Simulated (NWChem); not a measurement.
# One shape, several levels: C3HO (SMILES C#C[C]=O)

We compute a comparison of 3 runs (UHF/STO-3G, UHF/3-21G, UB3LYP/6-31G*) of C3HO. 

Program for the calculation: NWChem 7.3.0.

### 1 The molecule

C3HO: 5 atoms, total charge 0, spin state doublet. As SMILES, `C#C[C]=O`. Geometry: relaxed at GFN2-xTB.

Bond lengths: C1–C2 1.252 Å, C2–C3 1.300 Å, C3–O4 1.172 Å, C1–H5 1.057 Å. Angles: C1–C2–C3 162.1°, C2–C3–O4 170.0°, C2–C1–H5 146.5°.

### 2 Energy and forces at UHF/STO-3G (run 1)

Input file geom.nw:

```
start geom
title "C3HO hf"
memory total 2200 mb

geometry units angstrom noautosym nocenter noautoz
   C       -0.153390       1.289330      -0.119570
   C        0.055120       0.057020      -0.043520
   C       -0.094720      -1.209770       0.204490
   O       -0.037300      -2.369460       0.360390
   H        0.230290       2.232880      -0.401800
end

basis spherical bse
   * library STO-3G
end

scf
   doublet
   uhf
   thresh 1e-08
   maxiter 80
end

task scf gradient
```

Run with:

```console
$ nwchem geom.nw > geom.out
```

Standard output:

```text
[...]
  functions       =    21
[...]
  wavefunction    = UHF
[...]
         Total SCF energy =   -186.465961904461
      One electron energy =   -417.915635935995
      Two electron energy =    148.888335560027
 Nuclear repulsion energy =     82.561338471507
                       Sz =      0.5000
                 Sz(Sz+1) =      0.7500
                      S^2 =      1.5696
[...]
                         UHF ENERGY GRADIENTS
    atom               coordinates                        gradient
                 x          y          z           x          y          z
   1 C      -0.289865   2.436480  -0.225955    0.013042  -0.031002  -0.000954
   2 C       0.104162   0.107752  -0.082241   -0.011401   0.032252   0.000016
   3 C      -0.178995  -2.286134   0.386430    0.016455  -0.121910   0.012120
   4 O      -0.070487  -4.477630   0.681038   -0.011543   0.137857  -0.016258
   5 H       0.435185   4.219531  -0.759292   -0.006553  -0.017198   0.005076
[...]
```

Run time: 2.7 s. Hardware: 1 thread of Intel Xeon Platinum 8488C (Sapphire Rapids), shared host; peak memory 0.096 GiB.

### 3 Energy and forces at UHF/3-21G (run 2)

Input file mol.nw:

```
start mol
title "C3HO gradient"
memory stack 880 mb heap 220 mb global 1100 mb
geometry units angstrom noautosym nocenter noautoz
  C     -0.153390     1.289330    -0.119570
  C      0.055120     0.057020    -0.043520
  C     -0.094720    -1.209770     0.204490
  O     -0.037300    -2.369460     0.360390
  H      0.230290     2.232880    -0.401800
end
basis spherical bse
  * library 3-21G
end
scf
  doublet
  uhf
  thresh 1e-08
  maxiter 80
  print low
end
task scf gradient
```

Run with:

```console
$ nwchem mol.nw > mol.out
```

Standard output:

```text
[...]
  functions       =    38
[...]
  wavefunction    = UHF
[...]
         Total SCF energy =   -187.867717902678
      One electron energy =   -417.659899720402
      Two electron energy =    147.230843346217
 Nuclear repulsion energy =     82.561338471507
                       Sz =      0.5000
                 Sz(Sz+1) =      0.7500
                      S^2 =      1.1991
[...]
                         UHF ENERGY GRADIENTS
    atom               coordinates                        gradient
                 x          y          z           x          y          z
   1 C      -0.289865   2.436480  -0.225955    0.003329  -0.018918   0.001479
   2 C       0.104162   0.107752  -0.082241    0.001198   0.026207  -0.004430
   3 C      -0.178995  -2.286134   0.386430   -0.002717  -0.029643   0.005113
   4 O      -0.070487  -4.477630   0.681038   -0.000420   0.025268  -0.003193
   5 H       0.435185   4.219531  -0.759292   -0.001390  -0.002914   0.001031
 Task  times  cpu:        2.5s     wall:        2.5s
 Total times  cpu:        2.5s     wall:        2.5s
```

Run time: 3.3 s. Hardware: 1 thread of Intel Xeon Platinum 8488C (Sapphire Rapids), shared host; peak memory 0.097 GiB.

### 4 Energy and gradient at UB3LYP/6-31G(d) (Cartesian functions) (run 3)

Input file sp.xyz:

```xyz
5
C3HO B3LYP
C     -0.153390     1.289330    -0.119570
C      0.055120     0.057020    -0.043520
C     -0.094720    -1.209770     0.204490
O     -0.037300    -2.369460     0.360390
H      0.230290     2.232880    -0.401800
```

Input file sp.nw:

```
START sp
TITLE "C3HO B3LYP"
memory total 2200 mb

GEOMETRY units angstroms noautosym nocenter noautoz
load sp.xyz
END

BASIS "ao basis" cartesian
* library 6-31G*
END

DFT
xc b3lyp
mult 2
grid xfine
convergence energy 1e-08
maxiter 100
mulliken
END

TASK dft gradient
```

Run with:

```console
$ nwchem sp.nw > sp.out
```

Standard output:

```text
[...]
          Wavefunction type:  spin polarized.
          No. of atoms     :     5
          No. of electrons :    27
[...]
          Charge           :     0
          Spin multiplicity:     2
[...]
          AO basis - number of functions:    62
[...]
              XC Information
              --------------
                         B3LYP Method XC Potential
                     Hartree-Fock (Exact) Exchange  0.200
                        Slater Exchange Functional  0.800 local
                    Becke 1988 Exchange Functional  0.720 non-local
              Lee-Yang-Parr Correlation Functional  0.810
                  VWN I RPA Correlation Functional  0.190 local
[...]
 d= 0,ls=0.0,diis     1   -189.9045414070 -2.72D+02  1.49D-02  2.16D-01     1.8
[...]
 d= 0,ls=0.0,diis    15   -190.0014537086 -1.22D-09  4.89D-07  4.13D-11    24.7
[...]
         Total DFT energy =     -190.001453708643
      One electron energy =     -419.907083473091
           Coulomb energy =      172.450927410003
    Exchange-Corr. energy =      -25.106636117061
 Nuclear repulsion energy =       82.561338471507
[...]
      Total Density - Mulliken Population Analysis
     ---------------------------------------------
    Atom       Charge   Shell Charges
 -----------   ------   -------------------------------------------------------
    1 C    6     6.30   1.99  0.73  1.94  0.69  0.95 -0.00
    2 C    6     5.83   1.99  0.70  2.10  0.44  0.61 -0.01
    3 C    6     5.72   1.99  0.73  1.96  0.45  0.56  0.02
    4 O    8     8.35   1.99  0.92  2.85  1.02  1.56  0.00
    5 H    1     0.80   0.52  0.28
[...]
      <S2> =      0.7643 (Exact =     0.7500)
[...]
  wavefunction    = open shell
                         DFT ENERGY GRADIENTS
    atom               coordinates                        gradient
                 x          y          z           x          y          z
   1 C      -0.289865   2.436480  -0.225955    0.012085  -0.007382  -0.003669
   2 C       0.104162   0.107752  -0.082241   -0.004257   0.004235   0.001059
   3 C      -0.178995  -2.286134   0.386430    0.001520  -0.002307  -0.000611
   4 O      -0.070487  -4.477630   0.681038   -0.001182   0.017828  -0.001817
   5 H       0.435185   4.219531  -0.759292   -0.008165  -0.012373   0.005037
[...]
```

Run time: 28 s. Hardware: 1 thread of Intel Xeon Platinum 8488C (Sapphire Rapids), shared host; peak memory 0.13 GiB.

### 5 The series

```tsv
run	level	Cartesian functions	iteration cap	energy (Eh)	dipole moment (D)	HOMO energy (eV)	LUMO energy (eV)	wall time
1	UHF/STO-3G	no	80	-186.465962	1.33	-6.42	6.15	2.7 s
2	UHF/3-21G	no	80	-187.867718	–	–	–	3.3 s
3	UB3LYP/6-31G* (Cartesian functions)	yes	100	-190.001454	1.85	-5.07	-2.64	28 s
```

### 6 Summary of results

```
                                 quantity          value
                      run 3: total energy  -190.00145 Eh
                     run 3: dipole moment         1.85 D
run 3: HOMO energy (highest over α and β)       -5.07 eV
 run 3: LUMO energy (lowest over α and β)       -2.64 eV
                              run 3: ⟨S²⟩          0.764
          run 3: largest force on an atom     0.924 eV/Å
```

What this shows: In run 1 the basis is minimal, so the values are rough. Spin contamination of the reference: run 1 ⟨S²⟩ = 1.57, run 2 ⟨S²⟩ = 1.20. Where it is this large, the reference is a mixture of spin states, and values that rest on it are in doubt. All runs together took 34 s, the longest 28 s.
